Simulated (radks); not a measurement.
# Al³⁺ in [He] 2s1 2p6 3s1: an all-electron calculation

The task here is to estimate one member of a computed series from the others.

The numbers are computed with radks (a radial shooting solver on a logarithmic mesh, Libxc functionals) version 1 (scalar-relativistic Kohn-Sham, BLYP, spin-polarised, spherical densities, finite nucleus; open shells are filled with parallel spins first), except any that are marked as measured or tabulated.

## The atom as given

* element: aluminium (Z = 13)
* charge: +3
* electrons: 10
* configuration: [He] 2s1 2p6 3s1
* nuclear rms radius: 3.061 fm

The outer shells:

Al³⁺
```
[He] core
2s [↑ ]
2p [↑↓][↑↓][↑↓]
3s [↑ ]
```

Set-up of the first run:

Input:

```text
Z 13
configuration [He] 2s1 2p6 3s1 3p0 4s0 3d0 4f0
relativity scalar-relativistic
functional b88,lyp
spin polarised
nucleus finite rms 3.061 fm
c 137.035999084
```

Command:

```sh
$ python run_ks.py task.json out
```

This one command runs every case of the session in turn.

One of the session's tables, all rows but one given; the rest of the session is left out.

It belongs to the step «Radial structure». From the orbitals of this run (lengths in bohr):

```
  level     <r>  outermost maximum (interpolated)  90 % within  nodes
  1s up  0.1201                            0.0783        0.215      0
1s down  0.1201                            0.0783        0.215      0
  2s up       ?                                 ?            ?      ?
2s down  0.6097                             0.490        0.959      1
  2p up  0.5716                             0.418        0.956      0
2p down  0.5743                             0.418        0.962      0
  3s up   1.903                              1.70         2.80      2
  3p up   2.080                              1.84         3.11      1
  3d up   2.381                              2.00         3.67      0
```

Q: Estimate the row for 2s up from the others.

**Answer.** <r>: 0.6067; outermost maximum (interpolated): 0.489; 90 % within: 0.953; nodes: 1. In the column «<r>» it lies between 2p down (0.5743) and 2s down (0.6097).
